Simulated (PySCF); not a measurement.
# Bond length, frequency and bond energy of LiC⁺ by level of theory

State: ³Π (triplet), unpaired electrons σ ↑, π ↑. Set-up: basis Li def2-SVPD, C def2-SVPD; no relativity; PySCF 2.14. De refers to Li⁺ + C in their high-spin ground configurations, without counterpoise correction. The functionals are run spin-unrestricted. A positive dipole points towards C; it is taken about the centre of mass and depends on that origin.

```csv
Level,Re (Å),ωe (cm⁻¹),De (eV),μ (D)
UHF,2.322,324,0.462,-5.61
UHF-MP2,2.340,311,0.457,n/a
UHF-SCS-MP2,2.341,310,0.452,n/a
UHF-CCSD,2.355,303,0.445,n/a
UHF-CCSD(T),2.357,302,0.446,n/a
PBE,2.310,320,0.54,-5.46
revPBE,2.341,308,0.52,-5.56
TPSS,2.311,322,0.53,-5.47
r²SCAN,2.343,305,0.464,-5.63
PBE0,2.301,326,0.52,-5.49
B97-3,2.332,306,0.453,-5.65
HSE06,2.301,326,0.52,-5.48
```

**Question.** Which functional lies closest to UHF-CCSD(T) in De, which farthest, and by how much do they differ from it?

**Answer.** Closest is B97-3 (-2.5 pm in Re, +1.3 % in ωe, +0.01 eV in De against UHF-CCSD(T) in the same basis), farthest PBE (-4.7 pm in Re, +6.0 % in ωe, +0.09 eV in De). CCSD(T) converges more slowly with the basis than the functionals do and binds too weakly in this one, so the order can change at the basis-set limit.

**Question.** What does a quarter of exact exchange do here, going from PBE to PBE0?

**Answer.** PBE0 less PBE: -0.9 pm in Re, +1.9 % in ωe, -0.02 eV in De. Exact exchange removes part of the self-interaction that spreads semilocal densities, and in most molecules shortens and stiffens the bond and lowers De; so it does here.

**Question.** What does second-order correlation do here, going from UHF to UHF-MP2?

**Answer.** UHF-MP2 less UHF: +1.8 pm in Re, -4.0 % in ωe, -0.01 eV in De. The bond lengthens, as in strong covalent bonds, where excitations into antibonding orbitals dominate.

Correlated steps freeze 1 core orbital. Correlated levels converge slowly with the basis: in double zeta they bind strong bonds too weakly, by up to about 1 eV, and carry superposition errors of some tenths. For an ion De counts to the pair picked by the measured ionisation energies or electron affinities, which need not be the lowest pair at this level. The state was picked by a PBE0 search and need not be the measured ground state.
